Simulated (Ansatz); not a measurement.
# FH8NSi: the cost of one run

All numbers below are computed with Ansatz 0.2.0 (UKS B3LYP-D4/6-31G).

## 1. The structure to begin with

Bond lengths: Si1–H3 1.486 Å, Si1–H4 1.452 Å, Si1–H5 1.453 Å, Si1–F7 2.003 Å, N9–H10 1.007 Å, N9–H11 1.007 Å. Angles: H3–Si1–H4 103.7°, H3–Si1–H5 103.0°, H3–Si1–F7 167.2°, H4–Si1–H5 127.0°, H4–Si1–F7 82.2°, H5–Si1–F7 81.5°, H10–N9–H11 111.6°.

As a file:

```xyz
11

Si   -0.6157    0.9276   -1.2568
H     0.0262   -0.7671   -0.7889
H    -0.8952    0.4327   -2.6295
H     0.4914    1.8492   -1.4413
H    -1.9396    1.2424   -0.7464
H     0.2855    0.2004    1.2552
F    -0.1386    1.1681    0.6736
H     0.3623   -1.1389    0.0575
N     0.6770   -1.0709    1.3604
H     1.6536   -1.2042    1.5648
H     0.0931   -1.6392    1.9517
```

## 2. Pulling towards end A

Springs on the bonds that form and break draw the guess towards this end; the thresholds are loose.

Input file input.yaml:

```yaml
crystal:
  periodic: [false, false, false]
  atoms:
    - { symbol: Si, position_ang: [-0.6157, 0.9276, -1.2568] }
    - { symbol: H, position_ang: [0.0262, -0.7671, -0.7889] }
    - { symbol: H, position_ang: [-0.8952, 0.4327, -2.6295] }
    - { symbol: H, position_ang: [0.4914, 1.8492, -1.4413] }
    - { symbol: H, position_ang: [-1.9396, 1.2424, -0.7464] }
    - { symbol: H, position_ang: [0.2855, 0.2004, 1.2552] }
    - { symbol: F, position_ang: [-0.1386, 1.1681, 0.6736] }
    - { symbol: H, position_ang: [0.3623, -1.1389, 0.0575] }
    - { symbol: "N", position_ang: [0.677, -1.0709, 1.3604] }
    - { symbol: H, position_ang: [1.6536, -1.2042, 1.5648] }
    - { symbol: H, position_ang: [0.0931, -1.6392, 1.9517] }
magnetization:
  spin_polarized: true
basis:
  gaussian: { orbitals: "6-31G" }
hamiltonian:
  xc: b3lyp
  dispersion: d4
relax:
  f_tol: 0.15
  max_steps: 25
  restrain:
    - { distance: [0, 6], at: 2.98, k: 30.0 }
    - { distance: [5, 8], at: 2.32, k: 30.0 }
    - { distance: [7, 1], at: 1.92, k: 30.0 }
    - { distance: [0, 1], at: 1.42, k: 30.0 }
    - { distance: [5, 6], at: 0.88, k: 30.0 }
    - { distance: [7, 8], at: 1.02, k: 30.0 }
```

Launch:

```
> ansatz run input.yaml --threads 1 --pin off --max-ram 2048MiB --backend cpu --events-out ev --progress --plain --runs-dir out
```

**Question.** How long does this run take on 1 thread of AMD EPYC 9R45 (Zen 5), shared host, and how much memory does it need?

About 12 s, with a peak of 0.17 GiB.
